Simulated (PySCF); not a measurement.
Isomers of C4H6FN. Method used: TDDFT wB97X-D/def2-SVPD, vertical, gas phase, core orbitals frozen in the response in PySCF 2.14.0, density-fitted response routines. Geometries: GFN2-xTB; one conformer of each isolated species. Triplets are in the Tamm–Dancoff approximation.

A. `N=C1CC(F)C1`
B. `N(=C\C/C=C/F)/[H]`
C. `FCC[C@@H]1C=N1`

Lowest singlet levels (six at most, fewer where fewer were computed) with oscillator strengths:

1. 5.23 eV (f 0.005); 6.70 eV (f 0.187); 7.53 eV (f 0.005); 7.60 eV (f 0.126); 7.91 eV (f 0.104); 8.10 eV (f 0.003); T1 4.42 eV
2. 5.08 eV (f 0.000); 7.04 eV (f 0.031); 7.92 eV (f 0.000); 8.05 eV (f 0.002); 8.50 eV (f 0.025); 8.65 eV (f 0.011); T1 4.42 eV
3. 5.14 eV (f 0.002); 7.39 eV (f 0.046); 7.79 eV (f 0.023); 7.87 eV (f 0.111); 8.19 eV (f 0.012); 8.29 eV (f 0.086); T1 4.48 eV

Problem. Which spectrum belongs to which structure?

Solution. 1 = B, 2 = C, 3 = A.
- A: S1 at 5.14 eV, HOMO→LUMO (96%); Löwdin shares by element: HOMO nitrogen 55%, carbon 25% or more, hydrogen 8% or more; LUMO carbon 47% or more, nitrogen 27% (atoms not listed hold the other 26%); HOMO -9.35 and LUMO 1.37 eV.
- B: S1 at 5.23 eV, HOMO→LUMO (47%), HOMO-1→LUMO (37%); Löwdin shares by element: HOMO carbon 48% or more, nitrogen 23% (atoms not listed hold the other 29%); LUMO carbon 51% or more, nitrogen 25% (atoms not listed hold the other 24%); HOMO -9.34 and LUMO 1.21 eV.
- C: S1 at 5.08 eV, HOMO→LUMO (98%); Löwdin shares by element: HOMO carbon 51% or more, nitrogen 40%; LUMO carbon 48% or more, nitrogen 37%, hydrogen 8% or more; HOMO -9.56 and LUMO 1.32 eV.
A and B have S1 within 0.10 eV of each other; their strongest listed levels stand at 7.87 eV (f 0.111) and 6.70 eV (f 0.187).
A and C have S1 within 0.07 eV of each other; their strongest listed levels stand at 7.87 eV (f 0.111) and 7.04 eV (f 0.031).
